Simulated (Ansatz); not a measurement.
# CH₂OS (SMILES C1OS1): single points off equilibrium

The task here is to estimate one member of a computed series from the others.

Computed with Ansatz 0.2.0, Gaussian basis. Level: single points in def2-TZVPP.

Cores are frozen in the correlated methods.

**Starting geometry**

SMILES `C1OS1`, 5 atoms, charge 0, spin multiplicity 1.

Atoms are counted from 1 here; the program's logs count them from 0.

Bond lengths: C1–O2 1.381 Å, C1–S3 1.754 Å, C1–H4 1.072 Å, C1–H5 1.108 Å, O2–S3 1.695 Å. Angles: O2–C1–S3 64.2°, O2–C1–H4 117.0°, O2–C1–H5 116.8°, S3–C1–H4 116.9°, S3–C1–H5 118.1°, H4–C1–H5 114.7°, C1–O2–S3 68.6°, C1–S3–O2 47.2°.

As a file:

```mol
CH2OS
  3D, bonds by distance, orders not assigned

  5  5  0  0  0  0  0  0  0  0999 V2000
    0.0924    0.2801   -0.0812 C   0  0
   -1.0631   -0.4010    0.2490 O   0  0
    0.2953   -1.4111    0.3355 S   0  0
    0.2228    0.5456   -1.1118 H   0  0
    0.4481    1.0410    0.6412 H   0  0
  1  2  8  0
  1  3  8  0
  1  4  8  0
  1  5  8  0
  2  3  8  0
M  END
```

Set-up of the first run:

Contents of run/in.yaml:

```yaml
crystal:
  periodic: [false, false, false]
  atoms:
    - {symbol: C, position_ang: [0.092400, 0.280100, -0.081200]}
    - {symbol: O, position_ang: [-1.063100, -0.401000, 0.249000]}
    - {symbol: S, position_ang: [0.295300, -1.411100, 0.335500]}
    - {symbol: H, position_ang: [0.222800, 0.545600, -1.111800]}
    - {symbol: H, position_ang: [0.448100, 1.041000, 0.641200]}
basis:
  gaussian: {orbitals: def2-TZVPP}
correlation: {method: ccsd_t}
output: {forces: true}
```

The command line of these runs was not kept.

Among the steps run: CCSD(T)/def2-TZVPP; PBE0-D4/def2-TZVPP; wB97M-V/def2-TZVPP; r2SCAN-D4/def2-TZVPP; PBE-D4/def2-TZVPP; BLYP-D4/def2-TZVPP; wB97X-V/def2-TZVPP.

One of the session's tables, all rows but one given; the rest of the session is left out.

| method | RMS force component (eV/Å) | angle to CCSD(T) forces (°) | dipole (D) |
| --- | --- | --- | --- |
| CCSD(T) | 0.705 | reference | 1.88 |
| PBE0-D4 | 0.442 | 22.2 | 1.90 |
| wB97M-V | 0.508 | 13.9 | 1.90 |
| r2SCAN-D4 | 0.592 | 7.5 | 1.88 |
| PBE-D4 | 0.726 | 13.2 | 1.79 |
| BLYP-D4 | ? | ? | ? |
| wB97X-V | 0.477 | 20.8 | 1.95 |

**Question.** Estimate the row for BLYP-D4.

As computed: RMS force component (eV/Å): 0.936; angle to CCSD(T) forces (°): 12.9; dipole (D): 1.81. In the column «RMS force component (eV/Å)» it is the highest.
